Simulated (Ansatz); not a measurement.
C3H6FN, SMILES `C=C(F)NC`, relaxed with RKS PBE-D4/def2-SVP in Ansatz 0.2.0 from a rough embedded geometry. The force threshold is 0.03 eV/Å; the program also tests the step.

The species carries charge 0 and has multiplicity 1.

Start:

```xyz
11

C    -1.752    0.580   -0.662
C    -0.539    0.184   -0.619
F     0.193    0.326   -1.727
N     0.112   -0.392    0.479
C     1.473   -0.497    0.654
H    -2.487    0.502    0.117
H    -2.152    0.997   -1.635
H    -0.445   -0.231    1.331
H     1.724   -1.026    1.525
H     1.951    0.527    0.748
H     1.923   -0.970   -0.213
```

```
step  energy (eV)  largest force (eV/Å)  largest move (Å)
   1   -7400.4222                 5.475             0.000
   2   -7400.8700                 1.281             0.085
   3   -7400.9331                 0.300             0.070
   4   -7400.9415                 0.149             0.054
   5   -7400.9472                 0.117             0.160
   6   -7400.9505                 0.116             0.041
   7   -7400.9528                 0.168             0.064
   8   -7400.9541                 0.051             0.023
   9   -7400.9545                 0.034             0.019
  10   -7400.9547                 0.040             0.019
  11   -7400.9548                 0.024             0.013
```

End:

```xyz
11

C    -1.769    0.679   -0.695
C    -0.560    0.082   -0.631
F     0.191   -0.050   -1.748
N     0.053   -0.506    0.458
C     1.490   -0.401    0.656
H    -2.362    0.844    0.214
H    -2.183    0.964   -1.669
H    -0.510   -0.438    1.308
H     1.810   -1.126    1.430
H     1.831    0.617    0.963
H     2.009   -0.663   -0.285
```

Run time 12 s (4 threads of a server CPU on a shared host); peak host memory 0.14 GiB.
